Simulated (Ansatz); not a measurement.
Relaxing FeMo3

The calculation used Ansatz 0.2.0, DFT PBE, scalar-relativistic, plane waves, PAW. Cutoff 420 eV, Γ-centred k mesh, Gaussian smearing, collinear spin, first started from parallel moments.

FeMo3 was placed on the Cu3Au (L1_2) structure type (Pm-3m, No. 221), with Fe in place of Au, Mo in place of Cu, at a guessed volume.

```
CELL_PARAMETERS angstrom
3.77551 0.00000 0.00000
0.00000 3.77551 0.00000
0.00000 0.00000 3.77551
ATOMIC_POSITIONS crystal
Fe 0.00000 0.00000 0.00000
Mo 0.00000 0.50000 0.50000
Mo 0.50000 0.00000 0.50000
Mo 0.50000 0.50000 0.00000
```

Steps on the 4×4×4 mesh (4 atoms). 5 of 5 steps are shown, and the free energy counts from the last. Trial steps that were taken back and renewals of the plane-wave basis can be among the rows.

| step | ΔF (meV/atom) | V (Å³/atom) | P (GPa) |
| --- | --- | --- | --- |
| 1 | 93.5 | 13.45 | 25.34 |
| 2 | 26.3 | 15.52 | -10.01 |
| 3 | 1.4 | 14.87 | -1.87 |
| 4 | 0.6 | 14.73 | 0.20 |
| 5 | 0.0 | 14.73 | 0.25 |

A final relaxation ran on a 12×12×12 mesh. The relaxed crystal, Pm-3m (No. 221):

```cif
data_structure
_symmetry_space_group_name_H-M 'Pm-3m'
_symmetry_Int_Tables_number 221
_cell_length_a 3.8963
_cell_length_b 3.8963
_cell_length_c 3.8963
_cell_angle_alpha 90.000
_cell_angle_beta 90.000
_cell_angle_gamma 90.000
_cell_volume 59.15
loop_
_atom_site_label
_atom_site_type_symbol
_atom_site_symmetry_multiplicity
_atom_site_Wyckoff_symbol
_atom_site_fract_x
_atom_site_fract_y
_atom_site_fract_z
_atom_site_occupancy
Fe1 Fe 1 a 0.00000 0.00000 0.00000 1
Mo1 Mo 3 c 0.00000 0.50000 0.50000 1
```

| Property | Result |
| --- | --- |
| Volume per atom | 14.79 Å³ |
| Density | 9.65 g/cm³ |
| Energy over the elements | 0.28 eV/atom |
| Gap on the 12×12×12 mesh | 0 eV (a metal) |
| Net moment per atom | 0.47 μB |
| Largest site moment | 2.03 μB |

The zero of energy is the elements' standard structures at the same level; no fitted shifts are applied.

The final run used a 12×12×12 mesh on its 4-atom cell and 0.10 eV smearing. For metals, differences of a few meV/atom aren't resolved.

Symmetry constrained the relaxation, so the result can be a saddle point.

Cost: 3 runs of about 2.1 core-minutes in all, on Arm Neoverse V2 (shared hosts).